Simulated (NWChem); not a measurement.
System: C cation, doublet

The following NWChem deck was run.

```
start job
memory heap 200 mb stack 900 mb global 1100 mb
charge 1
geometry units angstroms noautoz
  C      0.000000     0.000000     0.000000
end
basis spherical
  * library 6-31g*
end
dft
  odft
  mult 2
  xc m06-l
  grid fine
  iterations 150
  mulliken
end
task dft gradient
```

Output (shortened):

```
             Northwest Computational Chemistry Package (NWChem) 7.3.0
             --------------------------------------------------------

                             Geometry "geometry" -> ""
                             -------------------------

 Output coordinates in angstroms (scale by  1.889725989 to convert to a.u.)

  No.       Tag          Charge          X              Y              Z
 ---- ---------------- ---------- -------------- -------------- --------------
    1 C                    6.0000     0.00000000     0.00000000     0.00000000

 Effective nuclear repulsion energy (a.u.)       0.0000000000

                                 NWChem DFT Module
                                 -----------------

 Summary of "ao basis" -> "ao basis" (spherical)
 ------------------------------------------------------------------------------
       Tag                 Description            Shells   Functions and Types
 ---------------- ------------------------------  ------  ---------------------
 C                           6-31g*                  6       14   3s2p1d

            General Information
            -------------------
          SCF calculation type: DFT
          Wavefunction type:  spin polarized.
          No. of atoms     :     1
          No. of electrons :     5
           Alpha electrons :     3
            Beta electrons :     2
          Charge           :     1
          Spin multiplicity:     2
          Use of symmetry is: off; symmetry adaption is: off
          Maximum number of iterations: 150
          AO basis - number of functions:    14
                     number of shells:     6
          Convergence on energy requested:  1.00D-06
          Convergence on density requested:  1.00D-05
          Convergence on gradient requested:  5.00D-04

              XC Information
              --------------
                        M06-L Method XC Functional
                         M06-L Exchange Functional  1.000
                       M06-L Correlation Potential  1.000

             Grid Information
             ----------------
          Grid used for XC integration:  fine
          Radial quadrature: Mura-Knowles
          Angular quadrature: Lebedev.
          Tag              B.-S. Rad. Rad. Pts. Rad. Cut. Ang. Pts.
          ---              ---------- --------- --------- ---------
          C                   0.70       70           4.0       590
          Grid pruning is: on
          Number of quadrature shells:    70
          Spatial weights used:  Erf1

      Superposition of Atomic Density Guess
      -------------------------------------

 Sum of atomic energies:         -37.66025415

 Renormalizing density from       6.00 to      5

      Non-variational initial energy
      ------------------------------

 Total energy =     -32.909079
 1-e energy   =     -42.045850
 2-e energy   =       9.136771
 HOMO         =      -0.626817
 LUMO         =      -0.626817

     ---------------------------------------------
      Total Density - Mulliken Population Analysis
     ---------------------------------------------

    Atom       Charge   Shell Charges
 -----------   ------   -------------------------------------------------------
    1 C    6     5.00   2.00  1.20  0.73  0.80  0.27  0.00

     --------------------------------------------
      Spin Density - Mulliken Population Analysis
     --------------------------------------------

    Atom       Charge   Shell Charges
 -----------   ------   -------------------------------------------------------
    1 C    6     1.00   0.00  0.00  0.73  0.00  0.27  0.00

   convergence    iter        energy       DeltaE   RMS-Dens  Diis-err
 ---------------- ----- ----------------- --------- --------- ---------
 d= 0,ls=0.0,diis     1    -37.4124448688 -3.74D+01  4.45D-03  1.55D-02
                                                     8.15D-03  1.49D-02
 d= 0,ls=0.0,diis     2    -37.4179022222 -5.46D-03  1.02D-03  1.51D-04
                                                     9.09D-04  1.31D-04
 d= 0,ls=0.0,diis     3    -37.4165098493  1.39D-03  4.32D-04  2.24D-05
                                                     5.76D-04  3.86D-05
 d= 0,ls=0.0,diis     4    -37.4165364884 -2.66D-05  1.17D-04  4.49D-07
                                                     8.91D-05  1.11D-06
 d= 0,ls=0.0,diis     5    -37.4165374184 -9.30D-07  1.18D-04  6.71D-08
                                                     1.99D-05  5.43D-08
 d= 0,ls=0.0,diis     6    -37.4165378568 -4.38D-07  2.13D-05  6.47D-08
                                                     9.44D-07  2.94D-08
 d= 0,ls=0.0,diis     7    -37.4165379337 -7.69D-08  4.23D-03  6.48D-08
                                                     1.88D-04  2.94D-08
 d= 0,ls=0.0,diis     8    -37.4165249503  1.30D-05  1.86D-04  1.95D-07
                                                     8.43D-06  1.71D-07
 d= 0,ls=0.0,diis     9    -37.4165245663  3.84D-07  1.12D-03  1.84D-07
                                                     5.48D-05  1.65D-07
 d= 0,ls=0.0,diis    10    -37.4165225971  1.97D-06  1.21D-03  4.77D-07
                                                     5.27D-05  4.19D-07
 d= 0,ls=0.0,diis    11    -37.4165246662 -2.07D-06  3.47D-04  6.08D-07
                                                     1.56D-05  5.16D-07
 d= 0,ls=0.0,diis    12    -37.4165239834  6.83D-07  1.61D-04  4.78D-07
                                                     7.14D-06  4.10D-07
 d= 0,ls=0.0,diis    13    -37.4165236785  3.05D-07  2.02D-03  4.36D-07
                                                     9.18D-05  3.74D-07
 d= 0,ls=0.0,diis    14    -37.4165211998  2.48D-06  1.73D-03  8.44D-09
                                                     7.97D-05  7.74D-09
 d= 0,ls=0.0,diis    15    -37.4165231148 -1.92D-06  2.76D-03  4.70D-07
                                                     1.23D-04  4.11D-07
 d= 0,ls=0.0,diis    16    -37.4165209238  2.19D-06  7.14D-06  6.75D-09
                                                     6.88D-07  6.71D-09
 d= 0,ls=0.0,diis    17    -37.4165209256 -1.80D-09  1.27D-04  4.03D-09
                                                     5.83D-06  3.87D-09
 d= 0,ls=0.0,diis    18    -37.4165209198  5.80D-09  2.35D-05  6.41D-11
                                                     1.06D-06  6.29D-11
 d= 0,ls=0.0,diis    19    -37.4165209197  1.48D-10  1.06D-06  7.95D-14
                                                     4.63D-08  6.89D-14

         Total DFT energy =      -37.416520919662
      One electron energy =      -47.554215796722
           Coulomb energy =       15.004625340734
    Exchange-Corr. energy =       -4.866930463675
 Nuclear repulsion energy =        0.000000000000

 Numeric. integr. density =        4.999999966600

                    DFT Final Alpha Molecular Orbital Analysis
                    ------------------------------------------

 Vector    1  Occ=1.000000D+00  E=-1.075668D+01
              MO Center=  4.0D-13, -2.2D-15,  4.5D-13, r^2= 2.7D-02
   Bfn.  Coefficient  Atom+Function         Bfn.  Coefficient  Atom+Function
  ----- ------------  ---------------      ----- ------------  ---------------
     1      0.995505  1 C  s                  2      0.026364  1 C  s

 Vector    2  Occ=1.000000D+00  E=-9.797207D-01
              MO Center=  2.3D-10, -1.6D-12,  2.6D-10, r^2= 7.1D-01
   Bfn.  Coefficient  Atom+Function         Bfn.  Coefficient  Atom+Function
  ----- ------------  ---------------      ----- ------------  ---------------
     2      0.615618  1 C  s                  6      0.458287  1 C  s
     1     -0.236747  1 C  s

 Vector    3  Occ=1.000000D+00  E=-6.814473D-01
              MO Center=  4.0D-11,  1.5D-12,  4.6D-11, r^2= 7.4D-01
   Bfn.  Coefficient  Atom+Function         Bfn.  Coefficient  Atom+Function
  ----- ------------  ---------------      ----- ------------  ---------------
     4      0.792910  1 C  py                 8      0.306777  1 C  py

 Vector    4  Occ=0.000000D+00  E=-5.924762D-01
              MO Center= -2.2D-10, -1.4D-13,  1.4D-11, r^2= 8.2D-01
   Bfn.  Coefficient  Atom+Function         Bfn.  Coefficient  Atom+Function
  ----- ------------  ---------------      ----- ------------  ---------------
     3      0.740939  1 C  px                 7      0.364607  1 C  px
     5      0.075331  1 C  pz                 9      0.037070  1 C  pz

 Vector    5  Occ=0.000000D+00  E=-5.924760D-01
              MO Center=  5.9D-11, -1.6D-13, -2.0D-10, r^2= 8.2D-01
   Bfn.  Coefficient  Atom+Function         Bfn.  Coefficient  Atom+Function
  ----- ------------  ---------------      ----- ------------  ---------------
     5      0.740939  1 C  pz                 9      0.364607  1 C  pz
     3     -0.075331  1 C  px                 7     -0.037070  1 C  px

 Vector    6  Occ=0.000000D+00  E= 1.581389D-01
              MO Center= -6.5D-13, -5.9D-12, -7.4D-13, r^2= 2.2D+00
   Bfn.  Coefficient  Atom+Function         Bfn.  Coefficient  Atom+Function
  ----- ------------  ---------------      ----- ------------  ---------------
     8      1.177512  1 C  py                 4     -0.923007  1 C  py

                     DFT Final Beta Molecular Orbital Analysis
                     -----------------------------------------

 Vector    1  Occ=1.000000D+00  E=-1.073518D+01
              MO Center=  2.4D-14,  1.1D-15,  2.9D-14, r^2= 2.7D-02
   Bfn.  Coefficient  Atom+Function         Bfn.  Coefficient  Atom+Function
  ----- ------------  ---------------      ----- ------------  ---------------
     1      0.996206  1 C  s

[...]

                         DFT ENERGY GRADIENTS

    atom               coordinates                        gradient
                 x          y          z           x          y          z
   1 C       0.000000   0.000000   0.000000    0.000000  -0.000000   0.000000
```

Level: M06-L/6-31G* (spherical d), spin-unrestricted. The open p shell is one determinant without spherical averaging. No stability test was run on the SCF state.
